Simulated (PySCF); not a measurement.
# Core binding energy against partial charge

Compound: C5H9F.
Numbering: `[CH3:1]/[CH:2]=[CH:3]/[C@@H:4]([CH3:5])[F:6]`

Binding energies: delta-SCF UKS SCAN, pcX-2 on the ionised atom, pcseg-1 elsewhere, spin-free X2C in PySCF 2.14.0. Charges: PBE0/pcSseg-1 ground-state density, for the ionised atom.

```
atom       environment  C 1s (eV)  Mulliken (e)  IAO (e)  Hirshfeld (e)  ESP (e)
  C3  alkene CH carbon     290.19        -0.245   -0.187         -0.068   -0.532
  C2  alkene CH carbon     290.27        -0.196   -0.134         -0.045   +0.104
  C5     methyl carbon     290.79        -0.283   -0.425         -0.124   -0.429
  C1    allylic carbon     290.81        -0.229   -0.414         -0.113   -0.416
  C4    sp3 C–F carbon     292.95        +0.209   +0.190         +0.066   +0.459
```

Give the correlation coefficient and slope of binding energy on charge for each scheme.

Mulliken: r = 0.94, slope 5.2 eV per e; Hirshfeld: r = 0.77, slope 11.5 eV per e; ESP: r = 0.74, slope 2.0 eV per e; IAO: r = 0.70, slope 3.1 eV per e. Mulliken charges have the highest r, on only 5 points.

The point-charge model writes a binding energy as kq + V + constant, with V the potential of the other atoms' charges at the site. What does it give with the Mulliken charges?

V = Σ 14.40 eV Å × q/r over all other atoms: +1.46 eV at C3, +0.01 eV at C2, +4.66 eV at C5, +3.04 eV at C1, -4.01 eV at C4. Fitting binding energy − V to q gives k = 20.1 eV per e and leaves an rms residual of 0.86 eV, against 0.35 eV for the fit on q alone. The model has no term for differences in relaxation between sites.

Isolated species at its PBE0-D3(BJ)/def2-SVP geometry (one conformer only).

Shape of the structure used: `[CH3:1]/[CH:2]=[CH:3]/[C@@H:4]([CH3:5])[F:6]`: C2–C3–C4–C5 -119°.
